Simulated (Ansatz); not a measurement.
Two shapes of doublet C₂H₅.

Shape 1:

```xyz
7

C     0.0000    0.0158   -0.6902
C     0.0000   -0.0421    0.7904
H     0.9337    0.0148    1.3558
H    -0.9337    0.0148    1.3558
H     0.0000    1.0601   -1.0660
H     0.8914   -0.4658   -1.1233
H    -0.8914   -0.4658   -1.1233
```

Shape 2:

```xyz
7

C     0.0355   -0.0153   -0.7069
C    -0.0163    0.0051    0.7894
H     0.9405   -0.0341    1.3640
H    -0.9763    0.0036    1.3795
H     0.0082    1.0112   -1.0730
H     0.8502   -0.4669   -1.1516
H    -0.9280   -0.4725   -1.0899
```

Basis set: 6-31G* (spherical functions). Frozen core: 2 orbitals. Charge 0, multiplicity 2.

Computed with Ansatz (development build ahead of 0.2.0); each method stands on the lowest determinant of its kind that the runs found.

Question: Which shape is lower in energy, and by how much in each method?

Answer:

| method | E(2) − E(1) (eV) |
| --- | --- |
| UHF | 0.206 |
| UHF-MP2 | 0.205 |

Shape 1 is lower.
